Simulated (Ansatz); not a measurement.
Species: C2H, net charge -1, singlet state. It need not be the lowest isomer of its formula. Whether it binds its extra electron was not tested at this geometry. SMILES: C#[C-]
Coordinates optimised at B3LYP-D3(BJ)/def2-TZVP (Ansatz, an electronic-structure program):
```
C
C 1 1.2385
H 1 1.0683 2 180.00
```
Charge -1, spin multiplicity 1.

Parts of the frozen-core correlation energy in cc-pVDZ (Ansatz, hartree). Frozen orbitals: 2; correlated occupied orbitals by spin: 5 and 5; virtual: 26 and 26. Spin-orbit coupling is left out. No relativistic terms.

```csv
term,value
reference (HF),-76.19604
MP2 opposite-spin,-0.18971
MP2 same-spin,(withheld)
CCSD correlation,(withheld)
(T),(withheld)
CCSDT minus CCSD(T),-0.00044
CCSDT(Q) minus CCSD(T),-0.00142
T1 diagnostic,0.016
largest doubles amplitude,0.092
```

Q: What belongs in the gaps?

A: 
- MP2 same-spin, value: -0.06378
- CCSD correlation, value: -0.26873
- (T), value: -0.01198
